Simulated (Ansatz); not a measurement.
# [AlH2···H···SiH], doublet: reading a ladder of total energies

Geometry: a point of a hydrogen-transfer path between rigid fragments, not a stationary point.

```xyz
6

Al   -1.7304    0.0252    0.0000
H    -2.5233    1.3986    0.0000
H    -2.5233   -1.3482    0.0000
H     0.1216    0.0252    0.0000
Si    1.7616    0.0252    0.0000
H     2.1581   -1.4543    0.0000
```

Basis cc-pVDZ; Ansatz 0.2.0. Correlated methods freeze the noble-gas cores, which leaves 11 electrons in 46 orbitals. Prefix R: restricted or restricted open-shell reference; prefix U: unrestricted.

Full CI isn't at hand for all of this; UCCSDT(Q) serves as the reference, and is uncertain by about the last step of the cluster series.

Runs differ by some tens of microhartree through their thresholds and, for an open shell, their frozen cores, so steps under 0.03 kcal/mol mean nothing.

| level | total energy (hartree) |
| --- | --- |
| UHF | -533.048081 |
| UMP2 | -533.203225 |
| UCCSD | -533.249355 |
| UCCSD(T) | -533.254482 |
| UCCSDT | -533.256057 |
| UCCSDT(Q) | -533.256373 |

Q: What is the correlation energy at UCCSDT(Q), and what share of it do UMP2 and UCCSD recover?

A: E(corr) = -533.256373 − (-533.048081) = -0.208292 hartree = -5.668 eV. UMP2: -0.155144 / -0.208292 = 74.48 %. UCCSD: -0.201274 / -0.208292 = 96.63 %.

Q: By how many kcal/mol does UCCSD(T) miss UCCSDT(Q) (1 hartree = 627.509 kcal/mol), and which steps make up the rest?

A: -533.254482 − (-533.256373) = 0.001891 hartree = 1.19 kcal/mol. Steps: UCCSDT − UCCSD(T) = -0.99, UCCSDT(Q) − UCCSDT = -0.20 kcal/mol. Differences between like states or geometries often cancel part of this.
